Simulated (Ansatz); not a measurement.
A run of Ansatz (development build ahead of 0.2.0) on singlet C₄H₈ at this shape:

```
atom    x (Å)    y (Å)    z (Å)
   C   0.0000   0.0000   1.4588
   C   0.0000   0.0000   0.1196
   H   0.0000   0.9243   2.0284
   H   0.0000  -0.9243   2.0284
   C   0.0000   1.2727  -0.6788
   H   0.0000   2.1530  -0.0316
   H   0.8802   1.3235  -1.3296
   H  -0.8802   1.3235  -1.3296
   C   0.0000  -1.2727  -0.6788
   H   0.0000  -2.1530  -0.0316
   H  -0.8802  -1.3235  -1.3296
   H   0.8802  -1.3235  -1.3296
```

Its results:

```
Converged                                                          : yes
Reference energy                                                   : -156.16797 hartree
Correlation energy                                                 : -0.68581 hartree
Total energy                                                       : -156.85379 hartree
Spin squared of the determinant                                    : 0.000
Stability test                                                     : minimum among restricted orbitals
Occupied orbitals by symmetry in an Abelian subgroup (alpha; beta) : 8 A1 1 A2 2 B1 5 B2; 8 A1 1 A2 2 B1 5 B2
```

(1) Which input gives this output? Name the method, the orbitals and the basis set, and write the input.

## Answers

(1) RHF-MP2 in cc-pVTZ. An unrestricted run that stays on the closed shell gives the same numbers.

```yaml
crystal:
  periodic: [false, false, false]
  atoms:
    - { symbol: C, position_ang: [0.0, 0.0, 1.45881] }
    - { symbol: C, position_ang: [0.0, 0.0, 0.11959] }
    - { symbol: H, position_ang: [0.0, 0.9243, 2.02841] }
    - { symbol: H, position_ang: [0.0, -0.9243, 2.02841] }
    - { symbol: C, position_ang: [0.0, 1.27268, -0.6788] }
    - { symbol: H, position_ang: [0.0, 2.15304, -0.03159] }
    - { symbol: H, position_ang: [0.88021, 1.32354, -1.32959] }
    - { symbol: H, position_ang: [-0.88021, 1.32354, -1.32959] }
    - { symbol: C, position_ang: [0.0, -1.27268, -0.6788] }
    - { symbol: H, position_ang: [0.0, -2.15304, -0.03159] }
    - { symbol: H, position_ang: [-0.88021, -1.32354, -1.32959] }
    - { symbol: H, position_ang: [0.88021, -1.32354, -1.32959] }
basis:
  gaussian: { orbitals: cc-pVTZ }
hamiltonian:
  xc: hf
correlation:
  method: mp2
  frozen_orbitals: { C: 1, H: 0 }
```
